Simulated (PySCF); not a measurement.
Calculated NMR parameters of BBC

```
Formula                               : CH6B2
SMILES                                : BBC
Point group of the computed structure : C1
Carbon signals                        : 1
Proton signals                        : 3
```

Bonds (- single, = double, # triple, : aromatic): B1-B2 1.653 Å, B2-C3 1.568 Å. B1 carries H4, H5; B2 carries H6; C3 carries H7, H8, H9.

- couplings computed with B3LYP/pcJ-1
- shieldings: GIAO PBE0/pcSseg-1
- coordinates at the PBE0-D3(BJ)/def2-SVP level
- program: PySCF 2.14
- a single conformation, non-relativistic Hamiltonian, no solvent model, equivalent nuclei averaged

Shifts are taken against calculated references (same method and geometry level): 1H (31.27 ppm), 13C (184.41 ppm) vs TMS; 11B (100.73 ppm) vs BF3·OEt2.

| carbon | δC, type | δH (multiplicity, J in Hz) | HMBC from (abs. J ≥ 3 Hz) | span of the C tensor (ppm) |
| --- | --- | --- | --- | --- |
| C3 | 13.3, CH3 | 1.40 (t, 1.9) | – | 61 |

Other nuclei:
| atoms | nucleus | environment | δ (ppm) | σ (ppm) |
| --- | --- | --- | --- | --- |
| H4/H5 | 1H | hydrogen on a boron bonded to B | 9.74 | 21.52 |
| H6 | 1H | hydrogen on a boron bonded to C, B | 9.28 | 21.99 |
| B1 | 11B | boron bonded to B, 2 H | 106.2 | -5.5 |
| B2 | 11B | boron bonded to C, B, H | 105.9 | -5.1 |

Selected couplings (Hz, signed; the shortest-range and largest first, 30 at most; isotopes 13C, 1H, 11B): 1J(C3,H7) 127.0, 1J(B1,H4) 123.9, 1J(B2,H6) 113.6, 1J(B1,B2) 71.9, 1J(B2,C3) 46.8, 2J(B1,H6) 7.4, 2J(B2,H4) 5.9, 2J(B2,H7) -4.7, 2J(B1,C3) 4.6, 3J(H6,H7) 8.7, 3J(B1,H7) 2.9, 3J(H4,H6) -2.7, 4J(H4,H7) 1.9.

δH 9.74: hydrogen on a boron bonded to B. δH 9.28: hydrogen on a boron bonded to C, B. δH 1.40: hydrogen on a methyl carbon bonded to B. The protons at 9.28 and 1.40 share a coupling of 8.7 Hz (vicinal).

Hydrogens on boron are broadened and split by 11B (spin 3/2, 80 %) and 10B (spin 3). A carbon bonded to boron is broadened by the quadrupolar boron nucleus and is often missing from a measured spectrum. Splittings below 1 Hz are ignored in the labels, and close J values are merged. Shifts are as computed. Against solution values, carbons near 30 ppm lie about +2 ppm off and those near 130 ppm about +5 ppm. Of 1309 compounds with measured shifts, 239 miss one by over three times the rms of a fit or turn the order of signals round; such compounds aren't used in these exercises. Only one conformer was computed, so three-bond couplings in flexible chains and rings are approximate.
